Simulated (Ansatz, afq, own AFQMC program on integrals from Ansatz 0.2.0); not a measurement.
## Re, quartet: AFQMC among the cluster methods

A free Re atom.

Basis def2-TZVP with its core potentials. Noble-gas cores (and the filled d shells of Ga–Kr and In–Xe) are frozen. Integrals, coupled cluster, full CI and functionals: Ansatz 0.2.0; the random walks run on the same integrals in our own AFQMC program. The CISD trial takes its coefficients from CCSD amplitudes. Released means that phaseless walkers are propagated on without the constraint, phases kept. ± is one standard error of the sampling. No spin–orbit coupling. The metal's outer-core s and p shells are frozen, which shifts wave-function levels against functionals.

Determinant: ROHF, the one that the program's search chose, which needn't be the lowest solution.

No full CI on the walks' own integrals is used here; CCSDTQ serves as the reference and is uncertain by about the last step of the cluster series.

Cautions: no spin-orbit coupling; outer-core shells of the metal frozen; another spin lies lower (by 2.40 eV); a spin-contaminated unrestricted determinant lies lower (UHF 956 meV lower, ⟨S²⟩ 4.78); the released energies are still falling, so no released level is given (meV from the phaseless value at times in 1/Eh: -19 ± 4 at 0.60, -30 ± 4 at 1.20, -39 ± 3 at 2.00, -46 ± 4 at 3.00, -50 ± 9 at 4.20); CCSDTQ on the UHF determinant differs (70 meV higher), by its state or its frozen core.

```
T1 diagnostic                               : 0.0225
weight of the determinant in the CISD state : 0.880
size of the correlated space                : 7 electrons in 36 orbitals
```

```
  level  correlation energy (eV)
    MP2                  -3.1871
   CCSD                  -3.6319
CCSD(T)                  -3.8071
```

Task: Estimate where phaseless AFQMC with a CISD trial lies against CCSD(T) on the same integrals.

Result: 1.1 ± 0.4 kJ/mol below CCSD(T).

Reference: CCSDTQ, correlation energy -3.956 eV.

```
        level  E − E(reference) (kJ/mol)  share of correlation (%)
      CCSD(T)                       14.3                     96.24
        CCSDT                        4.5                     98.81
     CCSDT(Q)                        2.0                     99.48
ph-AFQMC/CISD                 13.2 ± 0.4                     96.54
```

CCSDT and higher add their correlation energy to the determinant of the CCSD(T) run, since their own runs factorise the integrals more tightly (a shift of under 2 meV). A walk keeps the symmetry of its determinant, which the program's search chose and which needn't be the lowest solution, so a lower state of the same spin and another symmetry isn't excluded.
